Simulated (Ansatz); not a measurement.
## hcp Ti: properties by level of theory

Reference values: lattice constant a 2.950 Å (measured, 293 K, no zero-point or thermal correction; as tabulated in Wikipedia's data pages); lattice parameter c 4.683 Å (measured, 293 K, no zero-point or thermal correction; as tabulated in Wikipedia's data pages).

| level (code) | lattice constant a (Å) | lattice parameter c (Å) |
|---|---|---|
| PBEsol (Ansatz) | 2.901 | 4.590 |
| revPBE (Ansatz) | 2.959 | 4.684 |
| r²SCAN-D4 (Ansatz) | 2.931 | 4.631 |
| r²SCAN0 (Ansatz) | 2.920 | 4.645 |
| r²SCANh (Ansatz) | 2.925 | 4.659 |

Differences from the reference values (errors of the level alone only where the reference is corrected to a static lattice):

```
level      lattice constant a (%)  lattice parameter c (%)
---------  ----------------------  -----------------------
PBEsol                      -1.66                    -1.99
revPBE                      +0.31                    +0.02
r²SCAN-D4                   -0.64                    -1.11
r²SCAN0                     -1.02                    -0.81
r²SCANh                     -0.85                    -0.51
```

Nearest: lattice constant a, not ranked (reference at room or unstated temperature); lattice parameter c, not ranked (reference at room or unstated temperature).

Ansatz's density-functional and Hartree–Fock values are scalar-relativistic unless marked +SOC, with PAW data made under PBE.

The crystal itself was run without spin with PBEsol, revPBE, r²SCAN-D4, r²SCAN0, r²SCANh; a magnetic state was not tried in these runs.

Differences are worked out from the printed values.

Computed values are for the static lattice.

Ansatz is an electronic-structure program.
